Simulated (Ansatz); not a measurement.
Computed with Ansatz (a first-principles code) with PBE0-D3(BJ)/def2-SVP. No frequencies were computed at this level.

Ansatz 0.2 input:
```yaml
crystal:
  periodic: [false, false, false]
  atoms:
    - { symbol: C, position_ang: [0.147569, 1.166843, 0.162696] }
    - { symbol: C, position_ang: [1.218733, 0.361843, -0.190983] }
    - { symbol: C, position_ang: [0.989417, -0.994736, -0.368247] }
    - { symbol: N, position_ang: [-0.19696, -1.557382, -0.217149] }
    - { symbol: C, position_ang: [-1.214387, -0.784132, 0.120216] }
    - { symbol: C, position_ang: [-1.099195, 0.583353, 0.322774] }
    - { symbol: H, position_ang: [0.281904, 2.229048, 0.310801] }
    - { symbol: H, position_ang: [2.206428, 0.775392, -0.325857] }
    - { symbol: H, position_ang: [1.792413, -1.666028, -0.644605] }
    - { symbol: H, position_ang: [-2.165972, -1.28775, 0.232753] }
    - { symbol: H, position_ang: [-1.959949, 1.173548, 0.597602] }
basis:
  gaussian: { orbitals: def2-svp }
hamiltonian:
  xc: pbe0
  dispersion: d3bj
relax:
  max_steps: 150
```

Output:

```
Functional definition: PBE0
1276 factors; integrals over basis functions are off by at most 4.8e-4 eV
mean field evaluation 1: about -6738.1979 eV, gradient 4.3e1 eV
mean field evaluation 2: about -6738.5553 eV, gradient 4.4e1 eV
mean field evaluation 4: about -6743.1649 eV, gradient 3.1e0 eV
mean field evaluation 8: about -6743.2438 eV, gradient 3.5e-1 eV
mean field evaluation 16: about -6743.2442 eV, gradient 1.4e-5 eV
mean field -6743.24415954 eV, -247.8096521282 hartree, gradient 1.4e-5 eV, S^2 0.000000; 0 other end points of the search recorded, 0 dependent functions left out
reference -6743.24418331 eV, -247.8096530017 hartree; 21, 21 occupied and 88, 88 virtual orbitals, 1276 factors
relax step   1: F+E_penalty+E_count = -6743.47463655 eV  Δ(F+E_penalty+E_count) = +0.000e0 eV  max|allowed force component| = 5.079e-1 eV/Å  Δτ_max = 0.0000 Å  (29 SCF iters, accepted)
these checks for a lower state are left out or cut short: starts, cluster_reference, orbital_swaps, neighbouring_geometries, increment
1276 factors; integrals over basis functions are off by at most 4.9e-4 eV
mean field -6743.27168381 eV, -247.8106636264 hartree, gradient 2.7e-5 eV, S^2 0.000000; 0 other end points of the search recorded, 0 dependent functions left out
reference -6743.27170775 eV, -247.8106645063 hartree; 21, 21 occupied and 88, 88 virtual orbitals, 1276 factors
relax step   2: F+E_penalty+E_count = -6743.50163870 eV  Δ(F+E_penalty+E_count) = -2.700e-2 eV  max|allowed force component| = 1.427e-1 eV/Å  Δτ_max = 0.0198 Å  (32 SCF iters, accepted)
these checks for a lower state are left out or cut short: starts, cluster_reference, orbital_swaps, neighbouring_geometries, increment
1276 factors; integrals over basis functions are off by at most 4.9e-4 eV
mean field evaluation 32: about -6743.2740 eV, gradient 2.4e-5 eV
mean field -6743.27398573 eV, -247.8107482203 hartree, gradient 2.4e-5 eV, S^2 0.000000; 0 other end points of the search recorded, 0 dependent functions left out
reference -6743.27400972 eV, -247.8107491019 hartree; 21, 21 occupied and 88, 88 virtual orbitals, 1276 factors
relax step   3: F+E_penalty+E_count = -6743.50376180 eV  Δ(F+E_penalty+E_count) = -2.123e-3 eV  max|allowed force component| = 2.641e-2 eV/Å  Δτ_max = 0.0076 Å  (26 SCF iters, accepted)
these checks for a lower state are left out or cut short: starts, cluster_reference, orbital_swaps, neighbouring_geometries, increment
1276 factors; integrals over basis functions are off by at most 4.9e-4 eV
mean field -6743.27407416 eV, -247.8107514701 hartree, gradient 6.0e-5 eV, S^2 0.000000; 0 other end points of the search recorded, 0 dependent functions left out
reference -6743.27409815 eV, -247.8107523516 hartree; 21, 21 occupied and 88, 88 virtual orbitals, 1276 factors
relax step   4: F+E_penalty+E_count = -6743.50384653 eV  Δ(F+E_penalty+E_count) = -8.472e-5 eV  max|allowed force component| = 9.026e-3 eV/Å  Δτ_max = 0.0018 Å  (22 SCF iters, accepted)
1276 factors; integrals over basis functions are off by at most 4.9e-4 eV
mean field -6743.27407416 eV, -247.8107514701 hartree, gradient 6.0e-5 eV, S^2 0.000000; 1 other end points of the search recorded, 0 dependent functions left out
reference -6743.27409815 eV, -247.8107523516 hartree; 21, 21 occupied and 88, 88 virtual orbitals, 1276 factors
Total energy: -6743.50387051 eV, -247.8191963303 hartree
Atom 0 at     0.148244     1.172182     0.163440 Å, force     0.000710     0.005617     0.000783 eV/Å
Atom 1 at     1.223611     0.361801    -0.191994 Å, force    -0.000061     0.002352     0.000402 eV/Å
Atom 2 at     0.993913    -1.002847    -0.370515 Å, force    -0.009026    -0.002392     0.001462 eV/Å
Atom 3 at    -0.198907    -1.572779    -0.219296 Å, force    -0.000220    -0.001741    -0.000243 eV/Å
Atom 4 at    -1.220803    -0.791200     0.120367 Å, force     0.008213    -0.004039    -0.002359 eV/Å
Atom 5 at    -1.103968     0.584233     0.323902 Å, force     0.000648     0.002284     0.000245 eV/Å
Atom 6 at     0.284105     2.246450     0.313228 Å, force    -0.000561    -0.004435    -0.000618 eV/Å
Atom 7 at     2.224665     0.776739    -0.329388 Å, force    -0.002909    -0.005717    -0.000347 eV/Å
Atom 8 at     1.819437    -1.668159    -0.650520 Å, force     0.000215     0.007165     0.001141 eV/Å
Atom 9 at    -2.192883    -1.284727     0.238793 Å, force     0.001580     0.007035     0.000839 eV/Å
Atom 10 at    -1.977413     1.178306     0.601984 Å, force     0.001411    -0.006130    -0.001305 eV/Å
Dipole moment:     0.056037     0.443093     0.061781 e Å
```

Cost: roughly 16 core-seconds.
